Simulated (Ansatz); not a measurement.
Input for Ansatz (development build ahead of 0.2.0):

```yaml
crystal:
  periodic: [false, false, false]
  atoms:
    - { symbol: "N", position_ang: [0.025, -0.01265, -0.50746] }
    - { symbol: "N", position_ang: [-0.00095, -0.04904, 0.53918] }
basis:
  gaussian: { orbitals: cc-pVDZ }
hamiltonian:
  xc: hf
correlation:
  method: mp2
  frozen_orbitals: { "N": 1 }
```

The input is written out in the form of the current development build from the run's settings.

The run gave:

| Quantity | Value |
| --- | --- |
| Converged | yes |
| Reference energy | -108.95216 hartree |
| Correlation energy | -0.29179 hartree |
| Total energy | -109.24395 hartree |
| Spin squared of the determinant | 0.000 |
